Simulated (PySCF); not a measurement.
Atomic charges by several schemes

Compound: boranylsilane, BH5Si.
Cartesian coordinates in Å at the PBE0-D3(BJ)/def2-SVP level; atoms count from 1:
```
atom  x, y, z in Å
B1     1.2126   -0.1073   -0.0148
Si2   -0.7930    0.0905   -0.0451
H3     1.9709    0.8329    0.0073
H4     1.6965   -1.2153    0.0075
H5    -1.3114   -0.3998    1.2763
H6    -1.2858    1.4881   -0.2464
H7    -1.3913   -0.7813   -1.1075
```

Density: PBE0/pcSseg-1 (PySCF); schemes: Mulliken, IAO, Hirshfeld and ESP-fitted. Geometry: PBE0-D3(BJ)/def2-SVP; no solvent, vibrations or thermal averaging.

Task: At which atom do the 4 schemes differ most?

Result: At B1: from -0.179 (IAO) to +0.325 e (ESP-fitted), 0.504 e apart.

Task: Which atoms carry the highest charge in the Mulliken, IAO, Hirshfeld and ESP-fitted schemes?

Result: The schemes don't all agree: Mulliken Si2 (+0.285); IAO Si2 (+0.405); Hirshfeld Si2 (+0.228); ESP-fitted B1 (+0.325).

Task: Do the Mulliken, IAO, Hirshfeld and ESP-fitted schemes agree on where the charge is lowest?

Result: The schemes don't all agree: Mulliken B1 (-0.164); IAO B1 (-0.179); Hirshfeld H6 (-0.079); ESP-fitted H4 (-0.131).

Task: Tabulate the Mulliken, IAO, Hirshfeld and ESP-fitted charges.

Result: In e:

| atom | environment | Mulliken | IAO | Hirshfeld | ESP-fitted |
| --- | --- | --- | --- | --- | --- |
| B1 | three-coordinate boron | -0.164 | -0.179 | +0.099 | +0.325 |
| Si2 | SiH3 silicon | +0.285 | +0.405 | +0.228 | +0.143 |
| H3 | B–H hydrogen | +0.045 | +0.032 | -0.053 | -0.128 |
| H4 | B–H hydrogen | +0.039 | +0.031 | -0.053 | -0.131 |
| H5 | Si–H hydrogen | -0.065 | -0.090 | -0.070 | -0.064 |
| H6 | Si–H hydrogen | -0.072 | -0.105 | -0.079 | -0.077 |
| H7 | Si–H hydrogen | -0.067 | -0.095 | -0.073 | -0.068 |

Mean size of the charges over all atoms: ESP-fitted 0.134 e, IAO 0.134 e, Mulliken 0.105 e, Hirshfeld 0.093 e. Each set sums to the total charge, 0, to within 0.001 e. The Hirshfeld scheme divides the density at each point in proportion to the densities of the neutral, spherically averaged free atoms.

Task: How many electrons does the Mulliken scheme count on B1?

Result: Z − q = 5 − (-0.164) = 5.164.

Task: Sum the charges by element, for elements with more than one atom.

Result: 
```csv
element,atoms,Mulliken,IAO,Hirshfeld,ESP-fitted
H,5,-0.120,-0.227,-0.327,-0.468
```
